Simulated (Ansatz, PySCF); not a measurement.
Molecule: C$_{4}$H$_{4}$N, charge 0, multiplicity 2. It need not be the lowest isomer of its formula. 
Structure (B3LYP-D3(BJ)/def2-TZVP (Ansatz, a quantum-chemistry and plane-wave program) minimum search):
```xyz
9

H      0.0018     0.0447     2.0683
N      0.0012     0.0470     1.0637
C      0.0125     1.1797     0.2746
C     -0.0110    -1.0751     0.2784
C      0.0069     0.7218    -1.0097
C     -0.0078    -0.6842    -1.0463
H      0.0231     2.1687     0.6953
H     -0.0211    -2.0606     0.7125
H     -0.0151    -1.3345    -1.9036
```
Charge 0, spin multiplicity 2.

Total electronic energies in hartree. Correlated levels leave the core frozen unless marked. Open shells are spin-unrestricted. No spin-orbit coupling. Non-relativistic. CBS marks a two-point X^-3 extrapolation of the correlation energy; Hartree-Fock from the larger set. The bracket is a focal-point correction in the basis named.

The UHF reference is spin-contaminated (<S^2> 0.20 over the pure value in the largest basis). 

```tsv
level	program	energy (Eh)
HF/STO-3G	Ansatz	-205.57404
HF/cc-pVDZ	Ansatz	-208.17343
revPBE-D4/def2-TZVPD	Ansatz + dftd4	(withheld)
r2SCAN/def2-TZVPD	Ansatz	-209.43552
r2SCAN-D4/def2-TZVPD	Ansatz + dftd4	-209.43713
BHLYP/def2-TZVPD	Ansatz	-209.42284
TPSSh/def2-TZVPD	PySCF	(withheld)
r2SCAN0/def2-TZVPD	Ansatz	-209.40991
M06-2X/def2-TZVPD	PySCF	(withheld)
CAM-B3LYP/def2-TZVPD	Ansatz	-209.43970
CAM-B3LYP/def2-TZVPD	PySCF	-209.43974
LC-wPBE-D4/def2-TZVPD	Ansatz + dftd4	-209.41099
B2GP-PLYP-D3(BJ)/def2-TZVPD	Ansatz + dftd3	-209.32889
CCSD(T)/6-31G	Ansatz	-208.55289
RI-MP2/CBS(cc-pVTZ,cc-pVQZ)+[CCSD(T)-MP2]/cc-pVDZ	Ansatz	-209.1944
```

### Question
Complete the blanks.

### Answer

- revPBE-D4/def2-TZVPD, energy (Eh): -209.52407
- TPSSh/def2-TZVPD, energy (Eh): -209.56899
- M06-2X/def2-TZVPD, energy (Eh): -209.46354
